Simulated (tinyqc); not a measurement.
Inside a calculation (part 1 of 2). Method: UHF in the sto-3g basis, for OH+, spin multiplicity 3. Computed by tinyqc, a small Python program that keeps every step (integrals from PySCF). Settings: charge = 1, multiplicity = 3, basis = sto-3g, energy threshold = 1e-08, iteration cap = 67, orthogonalisation = canonical, start = core, DIIS depth = 3, method = UHF. Command: `OMP_NUM_THREADS=1 python tinyqc.py 26129 26130 out.jsonl` (the two numbers bound the seeds that draw the settings). One thread of a shared host (Intel(R) Xeon(R) Processor @ 2.60GHz), about 0.1 s of CPU time with the checks. Later iterations appear only in the table of the cycle.

## One-electron integrals

Geometry (angstrom):
```
atom       x       y       z
O     0.0000  0.0000  0.0000
H     0.0000  0.0000  0.8940
```

Basis sto-3g: exponents (1/bohr^2) and contraction coefficients of normalised primitives:
```
element  l (shell)  exponent  coefficient
O            s (1)  130.7093       0.1543
O            s (1)   23.8089       0.5353
O            s (1)    6.4436       0.4446
O            s (2)    5.0332      -0.1000
O            s (2)    1.1696       0.3995
O            s (2)    0.3804       0.7001
O            p (3)    5.0332       0.1559
O            p (3)    1.1696       0.6077
O            p (3)    0.3804       0.3920
H            s (1)    3.4253       0.1543
H            s (1)    0.6239       0.5353
H            s (1)    0.1689       0.4446
```

Overlap, kinetic and nuclear-attraction integrals over the contracted functions; the nuclear repulsion is the sum of Za Zb / Rab.

nuclear repulsion = 4.735367 hartree

overlap S, lower triangle:
```
         1O 1s   1O 2s  1O 2px  1O 2py  1O 2pz   2H 1s
1O 1s   1.0000
1O 2s   0.2367  1.0000
1O 2px  0.0000  0.0000  1.0000
1O 2py  0.0000  0.0000  0.0000  1.0000
1O 2pz  0.0000  0.0000  0.0000  0.0000  1.0000
2H 1s   0.0627  0.5171  0.0000  0.0000  0.4144  1.0000
```

kinetic energy T (hartree), lower triangle:
```
          1O 1s   1O 2s  1O 2px  1O 2py  1O 2pz   2H 1s
1O 1s   29.0032
1O 2s   -0.1680  0.8081
1O 2px   0.0000  0.0000  2.5287
1O 2py   0.0000  0.0000  0.0000  2.5287
1O 2pz   0.0000  0.0000  0.0000  0.0000  2.5287
2H 1s    0.0028  0.1612  0.0000  0.0000  0.3351  0.7600
```

nuclear attraction V (hartree), lower triangle:
```
           1O 1s    1O 2s   1O 2px   1O 2py   1O 2pz    2H 1s
1O 1s   -61.2104
1O 2s    -7.3232  -9.6323
1O 2px    0.0000   0.0000  -9.5113
1O 2py    0.0000   0.0000   0.0000  -9.5113
1O 2pz   -0.0178  -0.2037   0.0000   0.0000  -9.6560
2H 1s    -2.0015  -4.0735   0.0000   0.0000  -2.9848  -5.7414
```

core Hamiltonian H = T + V (hartree), lower triangle:
```
           1O 1s    1O 2s   1O 2px   1O 2py   1O 2pz    2H 1s
1O 1s   -32.2072
1O 2s    -7.4912  -8.8241
1O 2px    0.0000   0.0000  -6.9825
1O 2py    0.0000   0.0000   0.0000  -6.9825
1O 2pz   -0.0178  -0.2037   0.0000   0.0000  -7.1273
2H 1s    -1.9987  -3.9123   0.0000   0.0000  -2.6496  -4.9814
```

## Two-electron integrals

Functions are numbered as in S; the eight-fold symmetry (ij|kl) = (ji|kl) = (kl|ij) leaves the list below.

Two-electron integrals (ij|kl) in chemists' order, unique and non-zero (hartree):
```
(11|11) 4.7851   (21|11) 0.7414   (21|21) 0.1369   (22|11) 1.1189
(22|21) 0.2566   (22|22) 0.8172   (31|31) 0.0245   (32|31) 0.0378
(32|32) 0.1805   (33|11) 1.1158   (33|21) 0.2567   (33|22) 0.8170
(33|33) 0.8802   (41|41) 0.0245   (42|41) 0.0378   (42|42) 0.1805
(43|43) 0.0474   (44|11) 1.1158   (44|21) 0.2567   (44|22) 0.8170
(44|33) 0.7853   (44|44) 0.8802   (51|51) 0.0245   (52|51) 0.0378
(52|52) 0.1805   (53|53) 0.0474   (54|54) 0.0474   (55|11) 1.1158
(55|21) 0.2567   (55|22) 0.8170   (55|33) 0.7853   (55|44) 0.7853
(55|55) 0.8802   (61|11) 0.1998   (61|21) 0.0365   (61|22) 0.0679
(61|33) 0.0678   (61|44) 0.0678   (61|51) 0.0017   (61|52) 0.0031
(61|55) 0.0682   (61|61) 0.0099   (62|11) 0.4494   (62|21) 0.1042
(62|22) 0.3631   (62|33) 0.3573   (62|44) 0.3573   (62|51) 0.0077
(62|52) 0.0571   (62|55) 0.3744   (62|61) 0.0283   (62|62) 0.1938
(63|31) 0.0113   (63|32) 0.0644   (63|53) 0.0121   (63|63) 0.0288
(64|41) 0.0113   (64|42) 0.0644   (64|54) 0.0121   (64|64) 0.0288
(65|11) 0.3075   (65|21) 0.0723   (65|22) 0.2691   (65|33) 0.2567
(65|44) 0.2567   (65|51) 0.0161   (65|52) 0.1050   (65|55) 0.2936
(65|61) 0.0205   (65|62) 0.1745   (65|65) 0.1844   (66|11) 0.5633
(66|21) 0.1327   (66|22) 0.5265   (66|33) 0.5051   (66|44) 0.5051
(66|51) 0.0137   (66|52) 0.1352   (66|55) 0.5688   (66|61) 0.0364
(66|62) 0.3416   (66|65) 0.3518   (66|66) 0.7746
```

## Orthogonalisation

S = U s U^T; canonical form X = U s^(-1/2), so that X^T S X = 1. Each column of U has its largest component positive (the first on a tie).

eigenvalues of S: 0.3253  0.8404  1.0000  1.0000  1.1261  1.7082

X:
```
              1        2       3        4        5       6
1O 1s    0.2418   0.7843  0.0000   0.0000  -0.5965  0.1925
1O 2s   -1.0083  -0.4726  0.0000   0.0000  -0.3665  0.4398
1O 2px   0.0000   0.0000  0.3492   0.9371   0.0000  0.0000
1O 2py   0.0000   0.0000  0.9371  -0.3492   0.0000  0.0000
1O 2pz  -0.7400   0.5532  0.0000   0.0000   0.6034  0.3009
2H 1s    1.2048  -0.2131  0.0000   0.0000   0.1837  0.5142
```

Within a degenerate level the vectors are fixed only up to a rotation; this is one choice.

## Starting guess

The start is the orbitals of the core Hamiltonian; D(s) = C_occ C_occ^T for each spin.

D(alpha) at the start, lower triangle:
```
          1O 1s    1O 2s  1O 2px  1O 2py   1O 2pz   2H 1s
1O 1s    1.0644
1O 2s   -0.2860   1.2683
1O 2px   0.0000   0.0000  1.0000
1O 2py   0.0000   0.0000  0.0000  1.0000
1O 2pz  -0.0295   0.1874  0.0000  0.0000   1.1632
2H 1s    0.0533  -0.2395  0.0000  0.0000  -0.2457  0.0842
```

D(beta) at the start, lower triangle:
```
          1O 1s    1O 2s  1O 2px  1O 2py   1O 2pz   2H 1s
1O 1s    1.0644
1O 2s   -0.2860   1.2683
1O 2px   0.0000   0.0000  0.0000
1O 2py   0.0000   0.0000  0.0000  0.0000
1O 2pz  -0.0295   0.1874  0.0000  0.0000   1.1632
2H 1s    0.0533  -0.2395  0.0000  0.0000  -0.2457  0.0842
```

## Iteration 1: building the Fock matrix

J_ij = sum D_kl (ij|kl) with D = D(alpha) + D(beta), K_ij = sum D_kl (ik|jl) for each spin; F = H + J - K(s); E = tr D H + tr D J / 2 - 0.5 sum_s tr D(s) K(s) + E_nn.

Coulomb J (hartree), lower triangle:
```
          1O 1s    1O 2s  1O 2px  1O 2py  1O 2pz   2H 1s
1O 1s   16.4090
1O 2s    3.0425   7.1869
1O 2px   0.0000   0.0000  7.1514
1O 2py   0.0000   0.0000  0.0000  7.1514
1O 2pz   0.0049  -0.0036  0.0000  0.0000  7.2353
2H 1s    0.8133   3.0924  0.0000  0.0000  2.2430  4.2811
```

exchange K(alpha) (hartree), lower triangle:
```
         1O 1s   1O 2s  1O 2px  1O 2py  1O 2pz   2H 1s
1O 1s   4.9241
1O 2s   0.8595  1.4318
1O 2px  0.0000  0.0000  1.1830
1O 2py  0.0000  0.0000  0.0000  1.1830
1O 2pz  0.0010  0.0013  0.0000  0.0000  1.1747
2H 1s   0.2398  0.5487  0.0000  0.0000  0.2964  0.3090
```

exchange K(beta) (hartree), lower triangle:
```
         1O 1s   1O 2s  1O 2px  1O 2py  1O 2pz   2H 1s
1O 1s   4.8751
1O 2s   0.7838  1.0707
1O 2px  0.0000  0.0000  0.2554
1O 2py  0.0000  0.0000  0.0000  0.2554
1O 2pz  0.0010  0.0013  0.0000  0.0000  1.0798
2H 1s   0.2171  0.4199  0.0000  0.0000  0.2723  0.2514
```

F(alpha) (hartree), lower triangle:
```
           1O 1s    1O 2s   1O 2px   1O 2py   1O 2pz    2H 1s
1O 1s   -20.7223
1O 2s    -5.3082  -3.0690
1O 2px    0.0000   0.0000  -1.0141
1O 2py    0.0000   0.0000   0.0000  -1.0141
1O 2pz   -0.0139  -0.2086   0.0000   0.0000  -1.0667
2H 1s    -1.4252  -1.3686   0.0000   0.0000  -0.7031  -1.0093
```

F(beta) (hartree), lower triangle:
```
           1O 1s    1O 2s   1O 2px   1O 2py   1O 2pz    2H 1s
1O 1s   -20.6734
1O 2s    -5.2326  -2.7080
1O 2px    0.0000   0.0000  -0.0865
1O 2py    0.0000   0.0000   0.0000  -0.0865
1O 2pz   -0.0139  -0.2086   0.0000   0.0000  -0.9719
2H 1s    -1.4025  -1.2398   0.0000   0.0000  -0.6789  -0.9516
```

total energy of this density = -73.483927 hartree

## Iteration 1: diagonalisation and new density

Diagonalise F' = X^T F X, C = X C', fill 5 alpha and 3 beta electrons from the bottom; D(s) = C_occ C_occ^T. Each column has its largest component positive (the first on a tie).

F' = X^T F X (alpha) (hartree), lower triangle:
```
         1        2        3        4         5        6
1  -0.3504
2  -1.2106  -9.4070
3   0.0000   0.0000  -1.0141
4   0.0000   0.0000   0.0000  -1.0141
5   0.8515   8.6209   0.0000   0.0000  -10.0864
6   0.0955  -4.1420   0.0000   0.0000    4.5977  -3.7990
```

orbital energies (alpha) (hartree): MO1 -20.7322, MO2 -1.8679, MO3 -1.0474, MO4 -1.0141, MO5 -1.0141, MO6 0.0046

coefficients C (alpha):
```
            MO1      MO2      MO3     MO4      MO5      MO6
1O 1s    0.9939  -0.2530   0.0863  0.0000   0.0000   0.0854
1O 2s    0.0269   0.9667  -0.4049  0.0000   0.0000  -0.6845
1O 2px   0.0000   0.0000   0.0000  0.7155  -0.6986   0.0000
1O 2py   0.0000   0.0000   0.0000  0.6986   0.7155   0.0000
1O 2pz   0.0042   0.2430   0.8432  0.0000   0.0000  -0.7336
2H 1s   -0.0081   0.0478   0.2487  0.0000   0.0000   1.3157
```

F' = X^T F X (beta) (hartree), lower triangle:
```
         1        2        3        4        5        6
1  -0.2245
2  -1.1568  -9.3080
3   0.0000   0.0000  -0.0865
4   0.0000   0.0000   0.0000  -0.0865
5   0.9053   8.6939   0.0000   0.0000  -9.9679
6  -0.0452  -4.2108   0.0000   0.0000   4.5202  -3.6205
```

orbital energies (beta) (hartree): MO1 -20.6802, MO2 -1.5600, MO3 -0.9269, MO4 -0.0865, MO5 -0.0865, MO6 0.0463

coefficients C (beta):
```
            MO1      MO2      MO3      MO4     MO5      MO6
1O 1s    0.9950  -0.2324   0.1162   0.0000  0.0000   0.0953
1O 2s    0.0223   0.8746  -0.5251   0.0000  0.0000  -0.7256
1O 2px   0.0000   0.0000   0.0000   0.8763  0.4818   0.0000
1O 2py   0.0000   0.0000   0.0000  -0.4818  0.8763   0.0000
1O 2pz   0.0036   0.3124   0.8043   0.0000  0.0000  -0.7508
2H 1s   -0.0068   0.1409   0.2433   0.0000  0.0000   1.3100
```

D(alpha) after iteration 1, lower triangle:
```
          1O 1s    1O 2s  1O 2px  1O 2py  1O 2pz   2H 1s
1O 1s    1.0593
1O 2s   -0.2528   1.0991
1O 2px   0.0000   0.0000  1.0000
1O 2py   0.0000   0.0000  0.0000  1.0000
1O 2pz   0.0155  -0.1063  0.0000  0.0000  0.7701
2H 1s    0.0013  -0.0546  0.0000  0.0000  0.2213  0.0642
```

D(beta) after iteration 1, lower triangle:
```
          1O 1s    1O 2s  1O 2px  1O 2py  1O 2pz   2H 1s
1O 1s    1.0575
1O 2s   -0.2421   1.0411
1O 2px   0.0000   0.0000  0.0000
1O 2py   0.0000   0.0000  0.0000  0.0000
1O 2pz   0.0245  -0.1490  0.0000  0.0000  0.7445
2H 1s   -0.0112  -0.0047  0.0000  0.0000  0.2397  0.0791
```

Within a degenerate level the vectors are fixed only up to a rotation; this is one choice.

## Iteration 2: building the Fock matrix

As before.

Coulomb J (hartree), lower triangle:
```
          1O 1s   1O 2s  1O 2px  1O 2py  1O 2pz   2H 1s
1O 1s   16.0183
1O 2s    2.9578  7.0141
1O 2px   0.0000  0.0000  6.9765
1O 2py   0.0000  0.0000  0.0000  6.9765
1O 2pz  -0.0015  0.0202  0.0000  0.0000  7.0665
2H 1s    0.7903  3.0646  0.0000  0.0000  2.2602  4.3856
```

exchange K(alpha) (hartree), lower triangle:
```
         1O 1s    1O 2s  1O 2px  1O 2py  1O 2pz   2H 1s
1O 1s   4.9100
1O 2s   0.8501   1.4118
1O 2px  0.0000   0.0000  1.1696
1O 2py  0.0000   0.0000  0.0000  1.1696
1O 2pz  0.0027  -0.0019  0.0000  0.0000  1.1083
2H 1s   0.2366   0.6217  0.0000  0.0000  0.4348  0.5406
```

exchange K(beta) (hartree), lower triangle:
```
         1O 1s    1O 2s  1O 2px  1O 2py  1O 2pz   2H 1s
1O 1s   4.8586
1O 2s   0.7739   1.0427
1O 2px  0.0000   0.0000  0.2381
1O 2py  0.0000   0.0000  0.0000  0.2381
1O 2pz  0.0020  -0.0151  0.0000  0.0000  1.0048
2H 1s   0.2137   0.5025  0.0000  0.0000  0.4144  0.5107
```

F(alpha) (hartree), lower triangle:
```
           1O 1s    1O 2s   1O 2px   1O 2py   1O 2pz    2H 1s
1O 1s   -21.0989
1O 2s    -5.3835  -3.2218
1O 2px    0.0000   0.0000  -1.1756
1O 2py    0.0000   0.0000   0.0000  -1.1756
1O 2pz   -0.0220  -0.1816   0.0000   0.0000  -1.1691
2H 1s    -1.4450  -1.4694   0.0000   0.0000  -0.8242  -1.1363
```

F(beta) (hartree), lower triangle:
```
           1O 1s    1O 2s   1O 2px   1O 2py   1O 2pz    2H 1s
1O 1s   -21.0475
1O 2s    -5.3073  -2.8527
1O 2px    0.0000   0.0000  -0.2441
1O 2py    0.0000   0.0000   0.0000  -0.2441
1O 2pz   -0.0213  -0.1684   0.0000   0.0000  -1.0656
2H 1s    -1.4221  -1.3502   0.0000   0.0000  -0.8037  -1.1065
```

total energy of this density = -73.988853 hartree

## Iteration 2: DIIS over 2 matrices

error matrix X^T (FDS - SDF) X (alpha):
```
         1        2       3       4        5        6
1   0.0000   0.0018  0.0000  0.0000  -0.0406  -0.0905
2  -0.0018   0.0000  0.0000  0.0000   0.0109   0.0238
3   0.0000   0.0000  0.0000  0.0000   0.0000   0.0000
4   0.0000   0.0000  0.0000  0.0000   0.0000   0.0000
5   0.0406  -0.0109  0.0000  0.0000   0.0000   0.0130
6   0.0905  -0.0238  0.0000  0.0000  -0.0130   0.0000
```

B (overlaps of the stored error matrices):
```
               1              2
1  9.8103859e-01  2.2447744e-01
2  2.2447744e-01  5.4234396e-02
```

Minimise |sum c_i e_i|^2 with sum c_i = 1: solve [B -1; -1 0][c; lambda] = [0; -1] with B_ij = tr e_i^T e_j summed over both spins, and take F = sum c_i F_i.

DIIS coefficients: -0.2904  1.2904

extrapolated F(alpha) (hartree), lower triangle:
```
           1O 1s    1O 2s   1O 2px   1O 2py   1O 2pz    2H 1s
1O 1s   -21.2082
1O 2s    -5.4054  -3.2662
1O 2px    0.0000   0.0000  -1.2224
1O 2py    0.0000   0.0000   0.0000  -1.2224
1O 2pz   -0.0243  -0.1737   0.0000   0.0000  -1.1988
2H 1s    -1.4507  -1.4986   0.0000   0.0000  -0.8593  -1.1732
```

extrapolated F(beta) (hartree), lower triangle:
```
           1O 1s    1O 2s   1O 2px   1O 2py   1O 2pz    2H 1s
1O 1s   -21.1561
1O 2s    -5.3290  -2.8947
1O 2px    0.0000   0.0000  -0.2898
1O 2py    0.0000   0.0000   0.0000  -0.2898
1O 2pz   -0.0235  -0.1567   0.0000   0.0000  -1.0928
2H 1s    -1.4278  -1.3822   0.0000   0.0000  -0.8400  -1.1514
```

## Iteration 2: diagonalisation and new density

As before.

F' = X^T F X (alpha) (hartree), lower triangle:
```
         1        2        3        4         5        6
1  -0.2067
2  -1.3207  -9.7338
3   0.0000   0.0000  -1.2224
4   0.0000   0.0000   0.0000  -1.2224
5   0.8100   8.7568   0.0000   0.0000  -10.4014
6   0.0678  -4.2030   0.0000   0.0000    4.6480  -4.0310
```

orbital energies (alpha) (hartree): MO1 -21.2171, MO2 -2.0464, MO3 -1.2514, MO4 -1.2224, MO5 -1.2224, MO6 0.1420

coefficients C (alpha):
```
            MO1      MO2      MO3     MO4      MO5      MO6
1O 1s    0.9943  -0.2499   0.0851  0.0000   0.0000   0.0912
1O 2s    0.0254   0.9451  -0.4262  0.0000   0.0000  -0.7016
1O 2px   0.0000   0.0000   0.0000  0.3370   0.9415   0.0000
1O 2py   0.0000   0.0000   0.0000  0.9415  -0.3370   0.0000
1O 2pz   0.0045   0.1879   0.7991  0.0000   0.0000  -0.7965
2H 1s   -0.0077   0.1006   0.3347  0.0000   0.0000   1.2934
```

F' = X^T F X (beta) (hartree), lower triangle:
```
         1        2        3        4         5        6
1  -0.0526
2  -1.2607  -9.6390
3   0.0000   0.0000  -0.2898
4   0.0000   0.0000   0.0000  -0.2898
5   0.8542   8.8274   0.0000   0.0000  -10.2848
6  -0.1129  -4.2623   0.0000   0.0000    4.5689  -3.8612
```

orbital energies (beta) (hartree): MO1 -21.1623, MO2 -1.7341, MO3 -1.1422, MO4 -0.2898, MO5 -0.2898, MO6 0.2010

coefficients C (beta):
```
            MO1      MO2      MO3     MO4      MO5      MO6
1O 1s    0.9953  -0.2265   0.1171  0.0000   0.0000   0.1042
1O 2s    0.0208   0.8317  -0.5558  0.0000   0.0000  -0.7527
1O 2px   0.0000   0.0000   0.0000  0.0763   0.9971   0.0000
1O 2py   0.0000   0.0000   0.0000  0.9971  -0.0763   0.0000
1O 2pz   0.0039   0.2384   0.7584  0.0000   0.0000  -0.8223
2H 1s   -0.0064   0.2297   0.3321  0.0000   0.0000   1.2775
```

D(alpha) after iteration 2, lower triangle:
```
          1O 1s    1O 2s  1O 2px  1O 2py  1O 2pz   2H 1s
1O 1s    1.0582
1O 2s   -0.2472   1.0754
1O 2px   0.0000   0.0000  1.0000
1O 2py   0.0000   0.0000  0.0000  1.0000
1O 2pz   0.0256  -0.1629  0.0000  0.0000  0.6739
2H 1s   -0.0043  -0.0478  0.0000  0.0000  0.2863  0.1222
```

D(beta) after iteration 2, lower triangle:
```
          1O 1s    1O 2s  1O 2px  1O 2py  1O 2pz   2H 1s
1O 1s    1.0557
1O 2s   -0.2328   1.0011
1O 2px   0.0000   0.0000  0.0000
1O 2py   0.0000   0.0000  0.0000  0.0000
1O 2pz   0.0386  -0.2231  0.0000  0.0000  0.6320
2H 1s   -0.0195   0.0063  0.0000  0.0000  0.3066  0.1631
```

Within a degenerate level the vectors are fixed only up to a rotation; this is one choice.

## Iteration 8 (converged): orbitals

converged F(alpha) (hartree), lower triangle:
```
           1O 1s    1O 2s   1O 2px   1O 2py   1O 2pz    2H 1s
1O 1s   -21.2137
1O 2s    -5.4072  -3.2704
1O 2px    0.0000   0.0000  -1.2298
1O 2py    0.0000   0.0000   0.0000  -1.2298
1O 2pz   -0.0243  -0.1695   0.0000   0.0000  -1.1960
2H 1s    -1.4514  -1.4893   0.0000   0.0000  -0.8369  -1.1530
```

converged F(beta) (hartree), lower triangle:
```
           1O 1s    1O 2s   1O 2px   1O 2py   1O 2pz    2H 1s
1O 1s   -21.1606
1O 2s    -5.3298  -2.8921
1O 2px    0.0000   0.0000  -0.2953
1O 2py    0.0000   0.0000   0.0000  -0.2953
1O 2pz   -0.0234  -0.1447   0.0000   0.0000  -1.0722
2H 1s    -1.4281  -1.3707   0.0000   0.0000  -0.8175  -1.1466
```

As before.

F' = X^T F X (alpha) (hartree), lower triangle:
```
         1        2        3        4         5        6
1  -0.2364
2  -1.3149  -9.7404
3   0.0000   0.0000  -1.2298
4   0.0000   0.0000   0.0000  -1.2298
5   0.8180   8.7559   0.0000   0.0000  -10.4010
6   0.0783  -4.2032   0.0000   0.0000    4.6604  -4.0146
```

orbital energies (alpha) (hartree): MO1 -21.2227, MO2 -2.0455, MO3 -1.2416, MO4 -1.2298, MO5 -1.2298, MO6 0.1174

coefficients C (alpha):
```
            MO1      MO2      MO3     MO4      MO5      MO6
1O 1s    0.9942  -0.2517   0.0807  0.0000   0.0000   0.0903
1O 2s    0.0254   0.9559  -0.4055  0.0000   0.0000  -0.6992
1O 2px   0.0000   0.0000   0.0000  0.2099   0.9777   0.0000
1O 2py   0.0000   0.0000   0.0000  0.9777  -0.2099   0.0000
1O 2pz   0.0045   0.1824   0.8103  0.0000   0.0000  -0.7864
2H 1s   -0.0078   0.0867   0.3219  0.0000   0.0000   1.2977
```

F' = X^T F X (beta) (hartree), lower triangle:
```
         1        2        3        4         5        6
1  -0.0819
2  -1.2576  -9.6432
3   0.0000   0.0000  -0.2953
4   0.0000   0.0000   0.0000  -0.2953
5   0.8495   8.8300   0.0000   0.0000  -10.2805
6  -0.1237  -4.2586   0.0000   0.0000    4.5824  -3.8426
```

orbital energies (beta) (hartree): MO1 -21.1667, MO2 -1.7197, MO3 -1.1316, MO4 -0.2953, MO5 -0.2953, MO6 0.1698

coefficients C (beta):
```
            MO1      MO2      MO3     MO4      MO5      MO6
1O 1s    0.9953  -0.2296   0.1113  0.0000   0.0000   0.1039
1O 2s    0.0208   0.8461  -0.5364  0.0000   0.0000  -0.7507
1O 2px   0.0000   0.0000   0.0000  0.1210   0.9927   0.0000
1O 2py   0.0000   0.0000   0.0000  0.9927  -0.1210   0.0000
1O 2pz   0.0039   0.2167   0.7606  0.0000   0.0000  -0.8263
2H 1s   -0.0064   0.2215   0.3447  0.0000   0.0000   1.2756
```

D(alpha) after iteration 8, lower triangle:
```
          1O 1s    1O 2s  1O 2px  1O 2py  1O 2pz   2H 1s
1O 1s    1.0584
1O 2s   -0.2481   1.0787
1O 2px   0.0000   0.0000  1.0000
1O 2py   0.0000   0.0000  0.0000  1.0000
1O 2pz   0.0239  -0.1541  0.0000  0.0000  0.6898
2H 1s   -0.0036  -0.0478  0.0000  0.0000  0.2766  0.1112
```

D(beta) after iteration 8, lower triangle:
```
          1O 1s    1O 2s  1O 2px  1O 2py  1O 2pz   2H 1s
1O 1s    1.0558
1O 2s   -0.2332   1.0040
1O 2px   0.0000   0.0000  0.0000
1O 2py   0.0000   0.0000  0.0000  0.0000
1O 2pz   0.0387  -0.2245  0.0000  0.0000  0.6255
2H 1s   -0.0189   0.0024  0.0000  0.0000  0.3102  0.1680
```

Within a degenerate level the vectors are fixed only up to a rotation; this is one choice.
